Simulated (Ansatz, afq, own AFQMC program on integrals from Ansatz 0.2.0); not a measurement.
AFQMC on a folder of integrals that Ansatz 0.2.0 wrote.

```yaml
crystal:
  periodic: [false, false, false]
  atoms:
    - {symbol: Si, position_ang: [0.000000, -0.087212, 0.525346]}
    - {symbol: O, position_ang: [0.000000, 0.078332, -1.004724]}
    - {symbol: H, position_ang: [0.000000, 1.186723, 1.309969]}
basis:
  gaussian: {orbitals: cc-pVDZ}
magnetization: {spin_polarized: true, initial_magnetization: 3}
correlation: {method: ccsd_t, electrons: outside_noble_gas, hamiltonian_folder: ham}
```

```sh
$ ansatz run in.yaml --threads 1 --pin off --events-out ev --progress --plain --max-ram 1382MiB
```

Options of the walk:

```
--method free --trial cisd --walkers 60 --time-step 0.03 --max-blocks 80 --target-error 0.0004 --factor-cut 1e-05 --seed 1806 --times 0,0.21,0.42,0.81,1.2,1.8,2.4,3 --taylor-order 8
```

Times are imaginary, in 1/Eh. The walk had a cap of 766 s.

afq prints:

```
orbitals 31  electrons 7 4  factors 226 of 356
reference energy -364.23568501 Eh
CCSD correlation -0.22210124 Eh in 17 cycles, weight of the determinant in the CISD state 0.9092
repeat  energy at the last time / Eh  error
    10  -364.462097  0.000475
    20  -364.462893  0.000694
    30  -364.463519  0.000647
    40  -364.463664  0.000526
    50  -364.463773  0.000471
    60  -364.463361  0.000419
    70  -364.463009  0.000396
time / (1/Eh)  energy / Eh  error  mean overlap
  0.00  -364.457677  0.000191  1.0993
  0.21  -364.460666  0.000202  1.0951
  0.42  -364.461592  0.000190  1.0967
  0.81  -364.462860  0.000255  1.0941
  1.20  -364.462673  0.000247  1.0931
  1.80  -364.463218  0.000236  1.0706
  2.40  -364.463291  0.000362  1.0757
  3.00  -364.462956  0.000389  1.0546
energy -364.462956 +/- 0.000389 Eh
```

The run passed its tests (error under three times the target), which doesn't prove that it has relaxed.

Against this walk (error 10.6 meV) on the same determinant: CCSD(T) 23.5 meV higher, CCSDT(Q) 9.8 meV lower (within the noise). The error is statistical, and a free projection of finite length keeps a remainder of its start.

Cautions: remainder of the start not in the error; lower spins were not checked; the determinant is a saddle point among determinants of its kind.

The walk took 94 s on 1 thread of AMD EPYC 9R14 (Zen 4), with other jobs on the host. The log's last line is the free-projection energy.

CCSDT and higher add their correlation energy to the determinant of the CCSD(T) run, since their own runs factorise the integrals more tightly (a shift of under 2 meV). A walk keeps the symmetry of its determinant, which the program's search chose and which needn't be the lowest solution, so a lower state of the same spin and another symmetry isn't excluded.
